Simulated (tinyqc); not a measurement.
Worked calculation: extended Hueckel theory, for H3O+. The parameters take no account of the charge, which enters only through the electron count. Computed by tinyqc, a small Python program that keeps every step (integrals from PySCF). Settings: charge = 1, K = 1.75, weighted = 1, multiplicity = 1. Command: `OMP_NUM_THREADS=1 python tinyqc.py 22712 22713 out.jsonl` (the two numbers bound the seeds that draw the settings). One thread of a shared host (Intel(R) Xeon(R) Processor @ 2.60GHz), about 0.01 s of CPU time with the checks.

## Overlaps

Geometry (angstrom):

| atom | x | y | z |
|---|---|---|---|
| O | 0.000000 | 0.000000 | 0.266000 |
| H | 0.956000 | 0.000000 | 0.000000 |
| H | -0.478000 | 0.828000 | 0.000000 |
| H | -0.478000 | -0.828000 | 0.000000 |

Parameters chosen for this run:

| element | shell | Slater exponent | H_ii (eV) |
|---|---|---|---|
| O | 2s | 2.275000 | -32.300000 |
| O | 2p | 2.275000 | -14.800000 |
| H | 1s | 1.300000 | -13.600000 |

Slater orbitals, each expanded in six Gaussians scaled to its exponent.

overlap S:
```
           1O 2s     1O 2px     1O 2py     1O 2pz      2H 1s      3H 1s      4H 1s
1O 2s   1.000000   0.000000   0.000000   0.000000   0.438294   0.438251   0.438251
1O 2px  0.000000   1.000000   0.000000   0.000000   0.365900  -0.182925  -0.182925
1O 2py  0.000000   0.000000   1.000000   0.000000   0.000000   0.316866  -0.316866
1O 2pz  0.000000   0.000000   0.000000   1.000000  -0.101809  -0.101795  -0.101795
2H 1s   0.438294   0.365900   0.000000  -0.101809   1.000000   0.181126   0.181126
3H 1s   0.438251  -0.182925   0.316866  -0.101795   0.181126   1.000000   0.181092
4H 1s   0.438251  -0.182925  -0.316866  -0.101795   0.181126   0.181092   1.000000
```

## Wolfsberg-Helmholz matrix

diagonal H_ii (eV): 1O 2s -32.300000, 1O 2px -14.800000, 1O 2py -14.800000, 1O 2pz -14.800000, 2H 1s -13.600000, 3H 1s -13.600000, 4H 1s -13.600000

K = 1.750000

H_ij = K' S_ij (H_ii + H_jj)/2 for i != j (the diagonal keeps H_ii), with K' = K + D^2 + D^4 (1 - K), D = (H_ii - H_jj)/(H_ii + H_jj), K = 1.75.

H (eV):
```
             1O 2s      1O 2px      1O 2py      1O 2pz       2H 1s       3H 1s       4H 1s
1O 2s   -32.300000    0.000000    0.000000    0.000000  -19.064708  -19.062841  -19.062841
1O 2px    0.000000  -14.800000    0.000000    0.000000   -9.101868    4.550319    4.550319
1O 2py    0.000000    0.000000  -14.800000    0.000000    0.000000   -7.882143    7.882143
1O 2pz    0.000000    0.000000    0.000000  -14.800000    2.532528    2.532186    2.532186
2H 1s   -19.064708   -9.101868    0.000000    2.532528  -13.600000   -4.310803   -4.310803
3H 1s   -19.062841    4.550319   -7.882143    2.532186   -4.310803  -13.600000   -4.309981
4H 1s   -19.062841    4.550319    7.882143    2.532186   -4.310803   -4.309981  -13.600000
```

## Orbitals

valence electrons = 8

Solve H C = S C e through S^(-1/2); fill by pairs from the bottom, a degenerate level sharing its electrons equally; each orbital has its largest coefficient positive (the first on a tie).

orbital energies (eV): -34.300600  -17.232567  -17.232478  -14.922300  -1.242640  -1.241356  15.876116

occupations: 2.000000  2.000000  2.000000  2.000000  0.000000  0.000000  0.000000

coefficients:
```
              MO1        MO2        MO3        MO4        MO5        MO6        MO7
1O 2s    0.804505   0.000000  -0.000012   0.085730   0.000000   0.000098   1.052962
1O 2px  -0.000006   0.000000   0.698497   0.000011   0.000000  -0.914877   0.000166
1O 2py   0.000000   0.698482   0.000000   0.000000   0.914878   0.000000   0.000000
1O 2pz   0.019647   0.000000  -0.000010   0.985542   0.000000  -0.000023  -0.263635
2H 1s    0.133113   0.000000   0.405057  -0.039649   0.000000   0.956246  -0.649988
3H 1s    0.133097   0.350804  -0.202541  -0.039655  -0.828171  -0.478252  -0.649734
4H 1s    0.133097  -0.350804  -0.202541  -0.039655   0.828171  -0.478252  -0.649734
```

sum of one-electron energies = -167.375890 eV

Within a degenerate level the vectors are fixed only up to a rotation; this is one choice.

## Mulliken analysis

P = C n C^T; charge = valence electrons (O 6, H 1) minus the sum of (P S)_ii on the atom; overlap population = 2 sum P_ij S_ij between two atoms.

charges: 1O -0.120116, 2H 0.373375, 3H 0.373370, 4H 0.373370

Overlap populations:

| pair | value |
|---|---|
| 2-1 | 0.610727 |
| 3-1 | 0.610684 |
| 3-2 | -0.045464 |
| 4-1 | 0.610684 |
| 4-2 | -0.045464 |
| 4-3 | -0.045456 |
